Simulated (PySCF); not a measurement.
**Continuum solvent and chemical shifts**

Atoms are numbered as in `[CH3:1]/[N:2]=[CH:3]/[CH2:4][C:5]#[N:6]`. Each H is labelled by its parent atom.

GIAO PBE0/pcSseg-1 in PySCF on one PBE0-D3(BJ)/def2-SVP conformer, non-relativistic, equivalent nuclei averaged. Solvents enter as an IEF-PCM continuum (cyclohexane with ε = 2.0, chloroform with ε = 4.7) around the gas-phase geometry. Shifts are referred to TMS computed in the same medium.

In cyclohexane, δ in ppm: C3 159.9, C5 123.3, C1 50.9, C4 27.4, H(C3) 7.51, H(C1) 3.53, H(C4) 3.16. Dipole moment 4.20 D.

(1) How does each δ change in the more polar medium?

(2) Which nuclei move most (in ppm), and what does the model miss?

## Answers

(1) 
```csv
atoms,environment,"Δδ, chloroform"
C3,C=N carbon,+1.4
C5,nitrile carbon,+2.4
C1,methyl carbon bonded to N,+0.2
C4,sp3 CH2 α to a nitrile,+0.3
H(C3),hydrogen on a C=N carbon,+0.07
H(C1),hydrogen on a methyl carbon bonded to N,+0.02
H(C4),hydrogen on an sp3 CH2 α to a nitrile,+0.11
```

Changes are relative to cyclohexane. The dipole moment becomes 4.48 D in chloroform.

(2) C5 (nitrile carbon, +2.4 ppm) in chloroform. A continuum only polarises the solute; specific hydrogen bonds, the anisotropy of aromatic solvents and changes of geometry or conformer are outside it.
